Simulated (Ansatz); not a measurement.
# Worked example: correlation energy of CS, singlet

Geometry: MP2(full)/6-31G*, from the G2/97 set.

```xyz
2

C     0.0000    0.0000    0.0000
S     0.0000    0.0000    1.5447
```

Basis cc-pV(D+d)Z; Ansatz 0.2.0. Only valence electrons are correlated (noble-gas cores frozen), which leaves 10 electrons in 31 orbitals. Prefix R: restricted or restricted open-shell reference.

Full CI isn't at hand for all of this; RCCSDTQ serves as the reference, and is uncertain by about the last step of the cluster series.

Runs differ by some tens of microhartree through their thresholds, so steps under 0.03 kcal/mol mean nothing.

| level | total energy (hartree) |
| --- | --- |
| RHF | -435.333869 |
| RMP2 | -435.579071 |
| RCCSD | -435.597287 |
| RCCSD(T) | -435.612199 |
| RCCSDT | -435.612985 |
| RCCSDT(Q) | -435.614099 |
| RCCSDTQ | -435.613981 |

Q: What is the correlation energy at RCCSDTQ, and what share of it do RMP2 and RCCSDT recover?

A: E(corr) = -435.613981 − (-435.333869) = -0.280112 hartree = -7.622 eV. RMP2: -0.245202 / -0.280112 = 87.54 %. RCCSDT: -0.279116 / -0.280112 = 99.64 %.

Q: By how many kcal/mol does RCCSD(T) miss RCCSDTQ (1 hartree = 627.509 kcal/mol), and which steps make up the rest?

A: -435.612199 − (-435.613981) = 0.001782 hartree = 1.12 kcal/mol. Steps: RCCSDT − RCCSD(T) = -0.49, RCCSDT(Q) − RCCSDT = -0.70, RCCSDTQ − RCCSDT(Q) = 0.07 kcal/mol. Differences between like states or geometries often cancel part of this.
